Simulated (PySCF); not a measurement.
Species: C4H7FN (doublet state).
Numbering: `[CH2:1]=[N:2][CH2:3][CH2:4][CH:5][F:6]` (hydrogens: H7, H8 on C1; H9, H10 on C3; H11, H12 on C4; H13 on C5)

Geometry (GFN2-xTB, Å), atoms numbered from 1 in this order:
```xyz
13
C4H7FN angstrom
C      1.9311    0.6239   -0.5599
N      1.3355    0.0437    0.3758
C      0.3006   -0.8970    0.0984
C     -1.0507   -0.3699    0.6766
C     -1.5939    0.7574   -0.0862
F     -2.2487    0.4772   -1.2313
H      2.6995    1.3417   -0.3148
H      1.7332    0.4475   -1.6238
H      0.1816   -1.1078   -0.9769
H      0.5488   -1.8209    0.6270
H     -0.8698   -0.0586    1.7052
H     -1.7599   -1.1994    0.6563
H     -1.2116    1.7626   -0.0573
```

The hyperfine couplings belong to this conformer and change with its torsions.

Method: UKS B3LYP, pcH-1 on C F H N, non-relativistic, mean-field spin-orbit, GIAO in PySCF 2.14.0. One conformer (not necessarily the lowest) at the GFN2-xTB geometry, without solvent, vibrations or thermal averaging. A GFN2-xTB geometry isn't a minimum of the functional, and hyperfine couplings can be far from their values at a DFT geometry. The SCF solution wasn't tested for stability.

Largest spin populations (Mulliken): C5 (+0.95), F6 (+0.07), C4 (-0.07) and C3 (+0.06). C5 is the only atom above +0.15. The positive populations add up to 1.11 and the negative ones to -0.11, together 2S = 1. The angles at C5 add up to 355.4°, so it is nearly planar; its axial dipolar tensor and the negative coupling of its proton fit spin in a p orbital normal to that plane.

**Question.** How do the β-proton couplings of this frozen conformer go with θ, the angle between the C–H bond and the normal to the plane of the spin centre's three neighbours, both seen down the bond from centre to carbon?

**Answer.** 
| β H | on | centre | θ (°) | cos²θ | a (G) |
| --- | --- | --- | --- | --- | --- |
| H11 | C4 | C5 | 59 | 0.26 | +9.22 |
| H12 | C4 | C5 | 61 | 0.23 | +12.09 |

Couplings in gauss use g_iso = 2.0038.
